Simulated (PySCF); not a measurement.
Delta-SCF ions had no search for a lower state. 

Cartesian coordinates (Å):
```xyz
10

C     -1.2753     0.1570     0.1625
C      0.0251     0.2030    -0.6094
C      1.2632    -0.2546     0.1301
O      0.0724     0.5848    -1.7553
H     -1.4973    -0.8718     0.4583
H     -1.1923     0.7406     1.0829
H     -2.0864     0.5445    -0.4494
H      2.1267    -0.2186    -0.5298
H      1.1267    -1.2707     0.5088
H      1.4373     0.3867     0.9982
```
Charge 0, multiplicity 1.

Problem. What is the computed dipole moment, HOMO, LUMO, vertical ionisation energy (Delta-SCF) and HOMO–LUMO gap (PySCF with M06-2X/def2-TZVP // B3LYP-D3(BJ)/def2-TZVP)?

Solution. 
```
Quantity                                   Value
--------------------------------------  --------
dipole moment                             3.04 D
HOMO                                    -8.86 eV
LUMO                                     0.75 eV
vertical ionisation energy (Delta-SCF)   9.79 eV
HOMO–LUMO gap                            9.60 eV
```
